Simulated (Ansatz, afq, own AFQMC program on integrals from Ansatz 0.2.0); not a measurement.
# I, doublet → I⁺, triplet

A free I atom.

E(triplet, charge +1) − E(doublet, charge +0) at this geometry, on UHF and UHF determinants.

Basis def2-TZVP with its core potentials. Noble-gas cores (and the filled d shells of Ga–Kr and In–Xe) are frozen. AFQMC by an in-house program on the Cholesky factors that Ansatz 0.2.0 writes for its CCSD(T) run. The CISD trial takes its coefficients from CCSD amplitudes. Released means that phaseless walkers are propagated on without the constraint, phases kept. Free projection: walkers drawn from exp(T), propagated without any constraint. Its projection time is finite, and what remains of the start isn't in its error. ± is one standard error of the sampling. No spin–orbit coupling. The errors of all members are added in quadrature.

No full CI on the walks' own integrals is used here; CCSDT(Q) serves as the reference and is uncertain by about the last step of the cluster series. Each member takes its own surest rung, up to full CI.

Errors are counted within def2-TZVP, not against nature.

Cautions: inner d shell frozen; no spin-orbit coupling; I (doublet): the ph-AFQMC/CISD walk drifts between its halves (2.4 errors).

```
level  vertical ionization energy (kcal/mol)
   HF                                  220.3
 CCSD                                  236.9
```

(1) From these cheaper values, estimate the vertical ionization energy at the reference level in def2-TZVP.

(1) 237.7 kcal/mol (CCSDT(Q) in def2-TZVP).

```tsv
level	vertical ionization energy (kcal/mol)	error against CCSDT(Q) (kcal/mol)
MP2	236.5	-1.2
CCSD(T)	237.6	0.0
CCSDT	237.6	0.0
ph-AFQMC/HF	238.5 ± 0.8	0.8 ± 0.8
ph-AFQMC/CISD	237.7 ± 0.2	0.1 ± 0.2
released AFQMC	237.7 ± 0.2	0.0 ± 0.2
free AFQMC	237.7 ± 0.2	0.1 ± 0.2
```

Correlation beyond CCSD(T) changes it by less than 2 meV. The perturbative (T) step is worth +0.7 kcal/mol.

Free projections are given only where their last times agree within the noise and don't stop above the reference; a slow remainder of the start can still hide under it. A walk keeps the symmetry of its determinant, which the program's search chose and which needn't be the lowest solution, so a lower state of the same spin and another symmetry isn't excluded. Released energies are given only where the last usable release times agree within the noise; a slower fall can still hide under it.
